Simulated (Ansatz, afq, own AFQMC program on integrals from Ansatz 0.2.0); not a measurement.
## GaBr⁺, doublet: AFQMC among the cluster methods

```csv
atom,x (Å),y (Å),z (Å)
Ga,0.0000,0.0000,0.0000
Br,0.0000,0.0000,4.1860
```

Basis cc-pVDZ. Noble-gas cores (and the filled d shells of Ga–Kr and In–Xe) are frozen. AFQMC by an in-house program on the Cholesky factors that Ansatz 0.2.0 writes for its CCSD(T) run. The CISD trial takes its coefficients from CCSD amplitudes. Released means that phaseless walkers are propagated on without the constraint, phases kept. Uncertainties: one standard error, sampling alone. No spin–orbit coupling.

Determinant: UHF, the one that the program's search chose, which needn't be the lowest solution. The geometry is a point of a scan.

No full CI on the walks' own integrals is used here; CCSDT(Q) serves as the reference and is uncertain by about the last step of the cluster series.

Cautions: no relativity below Rb; no spin-orbit coupling; inner d shell frozen.

* T1 diagnostic: 0.0058
* weight of the determinant in the CISD state: 0.907
* ⟨S²⟩ of the determinant: 0.756
* size of the correlated space: 9 electrons in 26 orbitals

Reference: CCSDT(Q), correlation energy -3.948 eV. The released energy is read at 2.40 1/Eh (meV from the phaseless value at times in 1/Eh: -16 ± 6 at 0.24, -16 ± 6 at 0.51, -5 ± 7 at 0.99, -11 ± 6 at 1.62, 3 ± 7 at 2.40).

| level | E − E(reference) (kcal/mol) | share of correlation (%) |
| --- | --- | --- |
| HF | 91.03 | 0.00 |
| MP2 | 17.53 | 80.74 |
| CCSD | 0.83 | 99.09 |
| CCSD(T) | 0.21 | 99.77 |
| CCSDT | 0.09 | 99.90 |
| ph-AFQMC/CISD | 0.02 ± 0.12 | 99.98 |
| released AFQMC | 0.09 ± 0.16 | 99.90 |

A walk keeps the symmetry of its determinant, which the program's search chose and which needn't be the lowest solution, so a lower state of the same spin and another symmetry isn't excluded. Released energies are given only where the last usable release times agree within the noise; a slower fall can still hide under it.
